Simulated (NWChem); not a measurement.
System: C₂H₅O, doublet; SMILES CC[O]

Here is an NWChem input.

```
start job
memory heap 200 mb stack 900 mb global 1100 mb
geometry units angstroms noautoz
  C      0.226659    -1.177185     0.000544
  C     -0.477092     0.168540     0.000296
  O      0.320207     1.259122    -0.000663
  H     -0.497956    -2.006141     0.003816
  H      0.863535    -1.278789    -0.891019
  H      0.868831    -1.275804     0.888613
  H     -1.172792     0.265249     0.869178
  H     -1.179448     0.262672    -0.863275
end
basis spherical
  * library 6-31g*
end
dft
  odft
  mult 2
  xc b3lyp
  iterations 200
end
task dft gradient
```

Output (shortened):

```
             Northwest Computational Chemistry Package (NWChem) 7.3.0
             --------------------------------------------------------

 C1  symmetry detected

                             Geometry "geometry" -> ""
                             -------------------------

 Output coordinates in angstroms (scale by  1.889725989 to convert to a.u.)

  No.       Tag          Charge          X              Y              Z
 ---- ---------------- ---------- -------------- -------------- --------------
    1 C                    6.0000     0.23918570    -1.17469061    -0.00007332
    2 C                    6.0000    -0.47618604     0.16489312    -0.00021858
    3 O                    8.0000     0.31164444     1.26233508    -0.00022523
    4 H                    1.0000    -0.47822937    -2.00988828     0.00239944
    5 H                    1.0000     0.87748050    -1.27040949    -0.89127287
    6 H                    1.0000     0.88162590    -1.26811580     0.88836321
    7 H                    1.0000    -1.17324592     0.25521746     0.86826060
    8 H                    1.0000    -1.17878461     0.25330045    -0.86419719

 Effective nuclear repulsion energy (a.u.)      74.3552687654

                                 NWChem DFT Module
                                 -----------------

 Summary of "ao basis" -> "ao basis" (spherical)
 ------------------------------------------------------------------------------
       Tag                 Description            Shells   Functions and Types
 ---------------- ------------------------------  ------  ---------------------
 C                           6-31g*                  6       14   3s2p1d
 O                           6-31g*                  6       14   3s2p1d
 H                           6-31g*                  2        2   2s

            General Information
            -------------------
          SCF calculation type: DFT
          Wavefunction type:  spin polarized.
          No. of atoms     :     8
          No. of electrons :    25
           Alpha electrons :    13
            Beta electrons :    12
          Charge           :     0
          Spin multiplicity:     2
          Use of symmetry is: off; symmetry adaption is: off
          Maximum number of iterations: 200
          AO basis - number of functions:    52
                     number of shells:    28
          Convergence on energy requested:  1.00D-06
          Convergence on density requested:  1.00D-05
          Convergence on gradient requested:  5.00D-04

              XC Information
              --------------
                         B3LYP Method XC Potential
                     Hartree-Fock (Exact) Exchange  0.200
                        Slater Exchange Functional  0.800 local
                    Becke 1988 Exchange Functional  0.720 non-local
              Lee-Yang-Parr Correlation Functional  0.810
                  VWN I RPA Correlation Functional  0.190 local

             Grid Information
             ----------------
          Grid used for XC integration:  medium
          Radial quadrature: Mura-Knowles
          Angular quadrature: Lebedev.
          Tag              B.-S. Rad. Rad. Pts. Rad. Cut. Ang. Pts.
          ---              ---------- --------- --------- ---------
          C                   0.70       49           7.0       434
          O                   0.60       49           9.0       434
          H                   0.35       45           8.0       434
          Grid pruning is: on
          Number of quadrature shells:   372
          Spatial weights used:  Erf1

      Superposition of Atomic Density Guess
      -------------------------------------

 Sum of atomic energies:        -152.56602322

      Non-variational initial energy
      ------------------------------

 Total energy =    -153.939560
 1-e energy   =    -353.695477
 2-e energy   =     125.400649
 HOMO         =      -0.301519
 LUMO         =       0.164074

   convergence    iter        energy       DeltaE   RMS-Dens  Diis-err
 ---------------- ----- ----------------- --------- --------- ---------
 d= 0,ls=0.0,diis     1   -154.2467946960 -2.29D+02  1.60D-02  1.53D-01
                                                     1.66D-02  1.99D-01
 d= 0,ls=0.0,diis     2   -154.1463942176  1.00D-01  1.20D-02  5.84D-01
                                                     1.07D-02  4.46D-01
 d= 0,ls=0.0,diis     3   -154.3645993990 -2.18D-01  1.51D-03  3.50D-03
                                                     1.20D-03  2.12D-03
 d= 0,ls=0.0,diis     4   -154.3667213771 -2.12D-03  5.99D-04  1.03D-03
                                                     4.73D-04  5.53D-04
 d= 0,ls=0.0,diis     5   -154.3671116443 -3.90D-04  1.62D-04  1.57D-04
                                                     1.78D-04  1.28D-04
  Resetting Diis
 d= 0,ls=0.0,diis     6   -154.3671953380 -8.37D-05  8.63D-05  1.49D-05
                                                     6.27D-05  7.82D-06
 d= 0,ls=0.0,diis     7   -154.3672030857 -7.75D-06  2.23D-05  6.68D-07
                                                     1.24D-05  2.09D-07
 d= 0,ls=0.0,diis     8   -154.3672032315 -1.46D-07  7.54D-06  2.77D-07
                                                     9.87D-06  3.98D-07

         Total DFT energy =     -154.367203231474
      One electron energy =     -356.158895928797
           Coulomb energy =      148.717684193173
    Exchange-Corr. energy =      -21.281260261217
 Nuclear repulsion energy =       74.355268765367

 Numeric. integr. density =       25.000001849386

                    DFT Final Alpha Molecular Orbital Analysis
                    ------------------------------------------

 Vector   11  Occ=1.000000D+00  E=-3.825965D-01
              MO Center=  6.6D-02, -8.1D-01,  1.6D-03, r^2= 2.5D+00
   Bfn.  Coefficient  Atom+Function         Bfn.  Coefficient  Atom+Function
  ----- ------------  ---------------      ----- ------------  ---------------
     3      0.350962  1 C  px                32      0.253865  3 O  py
    43     -0.239003  4 H  s                 44     -0.216281  4 H  s
    17     -0.177769  2 C  px                 7      0.161327  1 C  px
    36      0.155517  3 O  py                 4      0.150993  1 C  py
    47      0.131292  6 H  s                 45      0.129506  5 H  s

 Vector   12  Occ=1.000000D+00  E=-3.119113D-01
              MO Center= -2.2D-01,  5.8D-01,  2.3D-03, r^2= 2.0D+00
   Bfn.  Coefficient  Atom+Function         Bfn.  Coefficient  Atom+Function
  ----- ------------  ---------------      ----- ------------  ---------------
    33      0.505393  3 O  pz                37      0.354227  3 O  pz
    19     -0.271781  2 C  pz                50     -0.244550  7 H  s
    52      0.242388  8 H  s                 49     -0.206084  7 H  s
    51      0.203979  8 H  s                  5      0.122014  1 C  pz
    46     -0.120340  5 H  s                 48      0.119397  6 H  s

 Vector   13  Occ=1.000000D+00  E=-2.764480D-01
              MO Center=  1.3D-01,  7.6D-01, -1.5D-03, r^2= 1.7D+00
   Bfn.  Coefficient  Atom+Function         Bfn.  Coefficient  Atom+Function
  ----- ------------  ---------------      ----- ------------  ---------------
    31      0.482838  3 O  px                32     -0.342882  3 O  py
    35      0.341204  3 O  px                36     -0.254430  3 O  py
     4     -0.222353  1 C  py                 6     -0.215013  1 C  s
    17     -0.138626  2 C  px                18      0.121816  2 C  py
    52      0.122363  8 H  s                 44      0.118615  4 H  s

 Vector   14  Occ=0.000000D+00  E= 9.704489D-02
              MO Center= -6.6D-01, -4.9D-01,  7.5D-03, r^2= 4.3D+00
   Bfn.  Coefficient  Atom+Function         Bfn.  Coefficient  Atom+Function
  ----- ------------  ---------------      ----- ------------  ---------------
    20      1.461400  2 C  s                  6      1.200511  1 C  s
    50     -1.062377  7 H  s                 52     -1.051350  8 H  s
    44     -0.805613  4 H  s                 21     -0.740486  2 C  px
    46     -0.584585  5 H  s                 48     -0.587175  6 H  s
     8     -0.446645  1 C  py                 7      0.280841  1 C  px

 Vector   15  Occ=0.000000D+00  E= 1.355633D-01
              MO Center= -3.4D-01, -3.3D-01, -6.4D-02, r^2= 4.2D+00
   Bfn.  Coefficient  Atom+Function         Bfn.  Coefficient  Atom+Function
  ----- ------------  ---------------      ----- ------------  ---------------
    50      1.327940  7 H  s                 46     -1.199843  5 H  s
     6      0.927938  1 C  s                 23     -0.831434  2 C  pz
    52     -0.764115  8 H  s                  9     -0.478532  1 C  pz
    20     -0.480372  2 C  s                 19     -0.359128  2 C  pz
    48      0.239267  6 H  s                 22      0.216748  2 C  py

[...]

                         DFT ENERGY GRADIENTS

    atom               coordinates                        gradient
                 x          y          z           x          y          z
   1 C       0.451995  -2.219843  -0.000139   -0.004717   0.007425   0.000042
   2 C      -0.899861   0.311603  -0.000413    0.013663   0.003700  -0.000121
   3 O       0.588923   2.385467  -0.000426   -0.006840  -0.009140   0.000069
   4 H      -0.903722  -3.798138   0.004534   -0.001825  -0.002224   0.000002
   5 H       1.658198  -2.400726  -1.684262    0.001845  -0.000211  -0.002613
   6 H       1.666031  -2.396391   1.678763    0.001869  -0.000207   0.002605
   7 H      -2.217113   0.482291   1.640775   -0.001964   0.000360   0.001458
   8 H      -2.227580   0.478668  -1.633096   -0.002032   0.000298  -0.001442
```

Level: B3LYP/6-31G* (spherical d), spin-unrestricted. Coordinates come from a PBE0/def2-SVP, spin-unrestricted optimisation. No stability test was run on the SCF state.
